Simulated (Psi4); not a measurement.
# UTPSSh/def2-SVPD run of AlNH3O (SMILES [NH2][Al][OH])

Aim: the energy change on altering one bond length of AlNH3O at UTPSSh/def2-SVPD, from 2 runs. 

The calculation is run with Psi4 1.11.

### 1 The molecule

AlNH3O has 6 atoms, charge 0, and is taken as a doublet. As SMILES, `[NH2][Al][OH]`. The coordinates come from a PBE0-D4/def2-TZVP relaxation. This is one conformer, not always the lowest.

Bond lengths: N1–Al2 1.769 Å, Al2–O3 1.705 Å, N1–H4 1.009 Å, N1–H5 1.006 Å, O3–H6 0.956 Å. Angles: N1–Al2–O3 116.1°, Al2–N1–H4 124.1°, Al2–N1–H5 125.0°, Al2–O3–H6 122.8°, H4–N1–H5 110.9°.

### 2 A single-point energy at UTPSSh/def2-SVPD

File run.py:

```python
import psi4

psi4.set_memory(2200000000)
psi4.set_num_threads(1)
psi4.set_output_file('alh3no.out', False)

geom = psi4.geometry("""
0 2
N     -0.923900     0.240200    -0.760800
Al     0.595200     0.601300     0.070700
O      1.194100    -0.618500     1.101200
H     -1.434300    -0.623600    -0.657200
H     -1.394700     0.861600    -1.396800
H      2.005700    -0.525100     1.596800
units angstrom
symmetry c1
""")

options = {'basis': 'def2-SVPD', 'reference': 'uks', 'puream': True, 'e_convergence': 1e-09, 'd_convergence': 1e-08, 'scf_type': 'pk', 'dft_radial_points': 99, 'dft_spherical_points': 590, 'maxiter': 100}
psi4.set_options(options)

result, w = psi4.energy("tpssh", return_wfn=True)
psi4.oeprop(w, "WIBERG_LOWDIN_INDICES", "MULLIKEN_CHARGES", "DIPOLE", title="TPSSH")
print(f'tpssh energy: {result:.10f} Eh')
```

Launch:

```sh
$ python run.py
```

alh3no.out, cut to the lines that bear on the results:

```text
[...]
  Running in c1 symmetry.
[...]
  Nuclear repulsion =   93.731213434316217
[...]
  Multiplicity = 2
[...]
  Nalpha       = 16
  Nbeta        = 15
[...]
    Number of basis functions: 91
[...]
   @UKS iter   1:  -373.55946109509910   -1.15109e-01   1.24763e-02 ADIIS/DIIS
[...]
   @UKS iter  13:  -374.10765089594344   -3.06954e-12   5.07785e-09 DIIS
[...]
   @S^2 Observed:                7.517596151E-01
[...]
    Orbital Energies [Eh]
    ---------------------
    Alpha Occupied:
       1A    -55.908986     2A    -19.055568     3A    -14.236510
       4A     -4.080221     5A     -2.628942     6A     -2.627657
       7A     -2.623566     8A     -0.940481     9A     -0.797540
      10A     -0.485876    11A     -0.459131    12A     -0.398053
      13A     -0.337068    14A     -0.307753    15A     -0.245822
      16A     -0.191679
    Alpha Virtual:
      17A     -0.027779    18A      0.001869    19A      0.011043
      20A      0.049940    21A      0.067823    22A      0.075747
      23A      0.089141    24A      0.104272    25A      0.111769
[...]
  @UKS Final Energy:  -374.10765089594344
   => Energetics <=
    Nuclear Repulsion Energy =             93.7312134343162171
    One-Electron Energy =                -703.4868464115197639
    Two-Electron Energy =                 267.5638100697186132
    DFT Exchange-Correlation Energy =     -31.9158279884585419
    Empirical Dispersion Energy =           0.0000000000000000
    VV10 Nonlocal Energy =                  0.0000000000000000
    Total Energy =                       -374.1076508959434364
  UHF NO Occupations:
  HONO-2 :   14  A 1.9997618
  HONO-1 :   15  A 1.9994263
[...]
 Multipole Moments:
 ------------------------------------------------------------------------------------
     Multipole            Electronic (a.u.)      Nuclear  (a.u.)        Total (a.u.)
 ------------------------------------------------------------------------------------
 L = 1.  Multiply by 2.5417464519 to convert [e a0] to [Debye]
 Dipole X            :          2.0170654           -1.9880953            0.0289701
 Dipole Y            :          1.3786843           -1.1262401            0.2524442
 Dipole Z            :          0.6402146           -0.7510462           -0.1108316
 Magnitude           :                                                    0.2772201
[...]
  Mulliken Charges: (a.u.)
   Center  Symbol    Alpha    Beta     Spin     Total
       1     N     3.50986  3.43013  0.07974  0.06001
       2    AL     6.58078  5.79379  0.78699  0.62542
       3     O     4.46442  4.28752  0.17690 -0.75194
       4     H     0.53884  0.52501  0.01383 -0.06384
       5     H     0.50885  0.53638 -0.02753 -0.04523
       6     H     0.39725  0.42717 -0.02992  0.17558
   Total alpha = 16.00000, Total beta = 15.00000, Total charge = -0.00000
  Wiberg Bond Indices using Orthogonal Lowdin Orbitals:
[...]
```

The script printed:

```text
tpssh energy: -374.1076508959 Eh
```

It took 80 s on 1 thread of Intel Xeon Platinum 8488C (Sapphire Rapids), shared host; peak memory 1.3 GiB.

### 3 The distorted shape: energy and forces at UTPSSh/def2-SVPD

File job.dat:

```
memory 2200 MB

molecule mol {
  0 2
  N     -0.547271    -0.256905    -0.252015
  Al     0.971829     0.104195     0.579485
  O      1.570729    -1.115605     1.609985
  H     -1.057671    -1.120705    -0.148415
  H     -1.394700     0.861600    -1.396800
  H      2.382329    -1.022205     2.105585
  symmetry c1
  no_reorient
  no_com
}

set basis def2-SVPD
set reference uks
set puream true
set e_convergence 1e-09
set d_convergence 1e-08
set scf_type pk
set dft_radial_points 99
set dft_spherical_points 590
set maxiter 100

E, wfn = gradient("tpssh", return_wfn=True)
oeprop(wfn, "MAYER_INDICES", "WIBERG_LOWDIN_INDICES", "LOWDIN_CHARGES")
print_variables()
```

Launch:

```sh
$ psi4 -i job.dat -o job.out -n 1
```

job.out, cut to the lines that bear on the results:

```text
[...]
  Running in c1 symmetry.
[...]
  Nuclear repulsion =   91.203824957867155
[...]
  Multiplicity = 2
[...]
  Nalpha       = 16
  Nbeta        = 15
[...]
    Number of basis functions: 91
[...]
   @UKS iter   1:  -373.24231469306500   -2.63867e-02   1.33063e-02 ADIIS/DIIS
[...]
   @UKS iter  23:  -373.96533924341929   -7.74776e-11   3.81414e-09 DIIS
[...]
   @S^2 Observed:                8.031014967E-01
[...]
  @UKS Final Energy:  -373.96533924341929
   => Energetics <=
    Nuclear Repulsion Energy =             91.2038249578671554
    One-Electron Energy =                -698.3836475728727464
    Two-Electron Energy =                 264.9663092018653288
    DFT Exchange-Correlation Energy =     -31.7518258302790422
    Empirical Dispersion Energy =           0.0000000000000000
    VV10 Nonlocal Energy =                  0.0000000000000000
    Total Energy =                       -373.9653392434192938
  UHF NO Occupations:
  HONO-2 :   14  A 1.9990661
  HONO-1 :   15  A 1.9744305
[...]
 Multipole Moments:
 ------------------------------------------------------------------------------------
     Multipole            Electronic (a.u.)      Nuclear  (a.u.)        Total (a.u.)
 ------------------------------------------------------------------------------------
 L = 1.  Multiply by 2.5417464519 to convert [e a0] to [Debye]
 Dipole X            :        -40.1291120           40.2486531            0.1195412
 Dipole Y            :         20.4484050          -20.1254887            0.3229163
 Dipole Z            :        -36.3871040           36.3005995           -0.0865045
 Magnitude           :                                                    0.3550325
[...]
  -Total Gradient:
     Atom            X                  Y                   Z
    ------   -----------------  -----------------  -----------------
       1        0.033253496677    -0.051683220789     0.048940930369
       2       -0.003249646837    -0.018988316499     0.007618021238
       3        0.000676581762     0.009744778218    -0.004573473198
       4        0.015247582445     0.005858167393     0.007194360295
       5       -0.038964084790     0.053841033581    -0.053880742024
       6       -0.006946934489     0.001251687197    -0.005300161968
[...]
```

Wall time 2.1 min (1 thread of Intel Xeon Platinum 8488C (Sapphire Rapids), shared host); peak memory 1.3 GiB.

### 4 What came out

Level: UTPSSh/def2-SVPD.

```
                                                         quantity          value
                                        first shape: total energy  -374.10765 Eh
                                       first shape: dipole moment         0.70 D
                  first shape: HOMO energy (highest over α and β)       -5.22 eV
                   first shape: LUMO energy (lowest over α and β)       -3.20 eV
                                                first shape: ⟨S²⟩          0.752
                                    distorted shape: total energy  -373.96534 Eh
                                   distorted shape: dipole moment         0.90 D
              distorted shape: HOMO energy (highest over α and β)       -5.31 eV
               distorted shape: LUMO energy (lowest over α and β)       -3.57 eV
                                            distorted shape: ⟨S²⟩          0.803
                        distorted shape: largest force on an atom     4.400 eV/Å
energy change with the N1–H5 bond stretched from 1.006 to 1.811 Å       3.872 eV
```

What this shows: With the N1–H5 bond stretched from 1.006 to 1.811 Å the energy rises by 3.87 eV (89 kcal/mol). The first shape isn't relaxed at this level, so the change isn't measured from a minimum. Mulliken charges (first shape) run from -0.75 on O3 to +0.63 on Al2; in a basis this large or diffuse they mean little.
